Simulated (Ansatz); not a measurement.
# H3Si, SMILES [SiH3]: a rigid scan of one bond length

Computed with the Ansatz DFT code, driven from Python.

Notebook, run cell by cell (the value of a cell's last expression is shown):

In [1]:
```python
import ansatz as az
import numpy as np
```

In [2]:
```python
geometry_ang = [
    ("Si", (0.20656, -0.0189, -0.11509)),
    ("H", (0.58711, 0.66178, 1.10564)),
    ("H", (-0.19496, -1.40159, 0.04339)),
    ("H", (-0.59871, 0.75871, -1.03394)),
]
geometry = az.Crystal.molecule()
for symbol, xyz in geometry_ang:
    geometry = geometry.atom(symbol, xyz)
```

In [3]:
```python
symbols = [site.symbol for site in geometry.cartesian_sites]
start = np.array([site.position_ang for site in geometry.cartesian_sites])
axis = (start[1] - start[0]) / np.linalg.norm(start[1] - start[0])
moving = [1]
lengths, energies = [1.275, 1.333, 1.391, 1.449, 1.507, 1.564, 1.622, 1.709], []
for length in lengths:
    xyz = start.copy()
    xyz[moving] += (length - np.linalg.norm(start[1] - start[0])) * axis
    point = az.Crystal.molecule()
    for symbol, place in zip(symbols, xyz):
        point = point.atom(symbol, place.tolist())
    model = (
        point.calculation()
        .basis(gaussian="6-31G*")
        .functional("PBE")
        .spin("collinear", total=1)
    )
    rep = model.run(threads=1).report
    energies.append(rep["free_energy_ev"])
    print(f"r = {length:6.3f} A  E = {energies[-1]:.5f} eV  <S^2> = {abs(rep['mean_field']['state']['spin_squared']):.3f}")
```
```text
r =  1.275 A  E = -7919.11245 eV  <S^2> = 0.753
r =  1.333 A  E = -7919.41798 eV  <S^2> = 0.753
r =  1.391 A  E = -7919.60379 eV  <S^2> = 0.753
r =  1.449 A  E = -7919.69591 eV  <S^2> = 0.753
r =  1.507 A  E = -7919.71510 eV  <S^2> = 0.753
r =  1.564 A  E = -7919.67896 eV  <S^2> = 0.753
r =  1.622 A  E = -7919.59928 eV  <S^2> = 0.753
r =  1.709 A  E = -7919.42114 eV  <S^2> = 0.753
```

In [4]:
```python
# quartic fit about the minimum
fit = np.polynomial.Polynomial.fit(lengths, np.array(energies) - min(energies), 4).convert()
roots = [r.real for r in fit.deriv().roots() if abs(r.imag) < 1e-9 and fit.deriv(2)(r.real) > 0]
r_e = min(roots, key=lambda r: abs(r - lengths[int(np.argmin(energies))]))
print(f"minimum of the fit at {r_e:.4f} A, force constant {fit.deriv(2)(r_e):.2f} eV/A^2")
```
```text
minimum of the fit at 1.4951 A, force constant 17.54 eV/A^2
```

Notes:
- Total energies depend on the basis set; only differences at equal settings carry meaning.
- The rest of the molecule is held rigid at a force-field or estimated start geometry, and the basis set is modest; single-reference methods fail as a bond breaks.
- The run takes the species as open-shell (spin multiplicity 2), which needn't be its ground state.
- The whole script took 4.4 s on 1 thread of Arm Neoverse V1, on a shared host, peak memory 0.15 GiB.
